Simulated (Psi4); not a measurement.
This Psi4 input (MP2/3-21G) gives -151.42848 Eh with 33 basis functions.

```
memory 8100 MB

molecule {
1 1
C    -0.00606224   -0.08532816   -1.27779952
C    -0.01196846    0.00039183   -0.00961282
H     0.06598111    0.81576917   -1.88655018
H    -0.09649583   -1.05817381   -1.76064226
O     0.10755480    0.07163896    1.20502751
H    -0.72173954    0.17891092    1.73144643
}

set {
  basis 3-21g
  scf_type df
  freeze_core true
}

energy('mp2')
print_variables()
```

Change:
```diff
- basis 3-21g
+ basis def2-qzvppd
```

Problem. What does the run give now?

Solution. -152.62176 Eh (MP2/def2-QZVPPD, 291 functions), a change of -1193.28 mEh.
